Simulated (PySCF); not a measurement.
CHO, SMILES [CH]=O, doublet, CAM-B3LYP/def2-SVP optimised geometry.

```
3

C     -0.23    -0.48     0.00
O     -0.90     0.48     0.00
H      0.90    -0.48     0.00
```

Density from unrestricted CAM-B3LYP/def2-TZVP (PySCF) at that geometry.

Minimum of the electron density along straight lines between bonded atoms, close to the bond critical point (lines longer than 1.1 times the sum of covalent radii, or with two minima, are not listed):

```tsv
bond	length / Å	ρ at the minimum / e bohr⁻³	∇²ρ there / e bohr⁻⁵	position (fraction from the first atom)
C1–O2	1.171	0.453	0.46	0.33
C1–H3	1.135	0.252	-0.83	0.66
```
